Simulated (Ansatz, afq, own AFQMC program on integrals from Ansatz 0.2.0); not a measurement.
Integrals from Ansatz 0.2.0, then the random walk in our own AFQMC program (afq).

```yaml
crystal:
  periodic: [false, false, false]
  atoms:
    - {symbol: N, position_ang: [-0.028004, 0.000001, 0.689449]}
    - {symbol: C, position_ang: [0.062954, -0.000001, -0.625487]}
    - {symbol: H, position_ang: [-0.180503, -0.826935, -1.063732]}
    - {symbol: H, position_ang: [-0.180504, 0.826933, -1.063733]}
basis:
  gaussian: {orbitals: cc-pVDZ}
magnetization: {spin_polarized: true, initial_magnetization: 3}
correlation: {method: ccsd_t, electrons: outside_noble_gas, hamiltonian_folder: ham}
```

```sh
$ ansatz run in.yaml --threads 1 --pin off --events-out ev --progress --plain --max-ram 1382MiB
```

afq runs on the folder ham with

```
--method phaseless --trial cisd --walkers 60 --populations 1 --least-time 40 --time-step 0.005 --steps-per-block 50 --equilibration-blocks 28 --max-blocks 300 --target-error 0.0004 --factor-cut 1e-05 --start spin_pure --seed 1923 --release-times 0.24,0.51,0.99,1.62,2.4 --release-step 0.03 --release-every 4 --taylor-order 6
```

Times are imaginary, in 1/Eh. The walk had a cap of 1161 s.

Output of the walk:

```
orbitals 36  electrons 7 4  factors 287 of 353
reference energy -93.30398331 Eh
CCSD correlation -0.23333072 Eh in 12 cycles, weight of the determinant in the CISD state 0.9190
energy of the start -93.536983 Eh
 block  time / (1/Eh)  mean weight  energy / Eh
     1     0.250  1.0010  -93.535073
     2     0.500  1.0014  -93.536901
     3     0.750  1.0006  -93.538742
     4     1.000  1.0013  -93.546184
     5     1.250  1.0010  -93.539969
    10     2.500  1.0008  -93.543089
    29     7.250  0.9982  -93.541177
    41    10.250  1.0004  -93.538636
    49    12.250  0.9997  -93.543234
    65    16.250  0.9977  -93.547776
    69    17.250  0.9991  -93.546935
    89    22.250  1.0027  -93.540289
   109    27.250  1.0006  -93.541642
   129    32.250  1.0005  -93.538796
   149    37.250  1.0027  -93.543664
   169    42.250  0.9983  -93.542494
   185    46.250  0.9991  -93.540395
blocks merged  error / Eh  count
     1  0.000187  160
     2  0.000210  80
     4  0.000222  40
     8  0.000189  20
    16  0.000191  10
released: time / (1/Eh)  energy / Eh  error  mean overlap
  0.24  -93.542695  0.000329  0.9929
  0.51  -93.542461  0.000321  0.9925
  0.99  -93.542502  0.000446  0.9790
  1.62  -93.542254  0.000347  0.9764
  2.40  -93.542020  0.000498  1.0045
energy -93.542420 +/- 0.000222 Eh
(rows thinned)
```

The run passed its tests (sampling time, drift between the halves within three errors, error under three times the target), which doesn't prove that it has relaxed.

Against this walk (error 6.0 meV) on the same determinant: CCSD(T) 23.4 meV higher, CCSDT(Q) 0.7 meV higher (within the noise). The error is statistical and leaves out the bias of the constraint. Released to 1.62 1/Eh the energy moves by 4 ± 11 meV (both errors), within twice the noise.

Cautions: constraint bias not in the error; lower spins were not checked.

The walk took 7.7 min on 1 thread of Intel(R) Xeon(R) Platinum 8259CL CPU @ 2.50GHz (Skylake/Cascade Lake), with other jobs on the host. The log's last line is the phaseless energy.

CCSDT and higher add their correlation energy to the determinant of the CCSD(T) run, since their own runs factorise the integrals more tightly (a shift of under 2 meV). A walk keeps the symmetry of its determinant, which the program's search chose and which needn't be the lowest solution, so a lower state of the same spin and another symmetry isn't excluded.
